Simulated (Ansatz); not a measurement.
Working through a rigid torsion scan of C3H7N, SMILES NC1CC1

Computed with Ansatz's Python interface.

At the Python prompt:
```pycon
>>> import ansatz as az
>>> from ase import Atoms
>>> atoms = Atoms(["N", "C", "C", "C", "H", "H", "H", "H", "H", "H", "H"], positions=[
...     [-1.1223, 0.9091, -0.4364],
...     [0.1379, 0.4674, -0.0396],
...     [0.1881, -0.6625, 0.926],
...     [0.6623, -0.8751, -0.5031],
...     [-1.1177, 1.4069, -1.3742],
...     [-1.5185, 1.6706, 0.2044],
...     [0.9377, 1.2378, 0.0436],
...     [1.058, -0.6313, 1.6651],
...     [-0.6988, -1.0868, 1.3401],
...     [1.6376, -1.019, -0.7187],
...     [-0.099, -1.4741, -1.0866],
... ])
>>> # start the scan from a relaxed geometry
>>> first = az.Crystal.molecule_from_ase(atoms).calculation()
>>> first = first.basis(gaussian="cc-pVDZ").functional("pbe0")
>>> first = first.relax(force_tolerance=0.02, max_steps=80)
>>> atoms.positions = first.run(threads=1).report["positions_ang"]
>>> start = atoms.get_dihedral(2, 1, 0, 4)
>>> energies = {}
>>> for turn in range(0, 360, 40):
...     turned = atoms.copy()
...     turned.set_dihedral(2, 1, 0, 4, start + turn, indices=[0, 4, 5])
...     calculation = (
...         az.Crystal.molecule_from_ase(turned).calculation()
...         .basis(gaussian="cc-pVDZ")
...         .functional("pbe0")
...     )
...     energies[round((start + turn) % 360)] = calculation.run(threads=1).report["free_energy_ev"]
...
>>> floor = min(energies.values())
>>> print("dihedral C2-C1-N0-H4 (deg)   E - E(min) (eV)")
dihedral C2-C1-N0-H4 (deg)   E - E(min) (eV)
>>> for angle, e in sorted(energies.items()):
...     print(f"{angle:8d} {(e - floor):14.3f}  " + "#" * int(30 * (e - floor) / max(max(energies.values()) - floor, 1e-9)))
...
       4          0.181  ######################
      44          0.182  ######################
      84          0.188  ######################
     124          0.246  ##############################
     164          0.123  ##############
     204          0.000
     244          0.121  ##############
     284          0.245  #############################
     324          0.188  ######################
```

The lowest point is at 204° and the highest at 124°, 0.246 eV (23.7 kJ/mol) above it, with the rest of the molecule held.

The scan is rigid and the energies are electronic, in a modest basis. With rigid groups the curve can differ much from the relaxed path, the start wasn't checked as a minimum of this torsion, and equivalent turns needn't return to the same energy. Timing: 36 s on 1 thread of Arm Neoverse V2, on a shared host, peak memory 0.25 GiB.
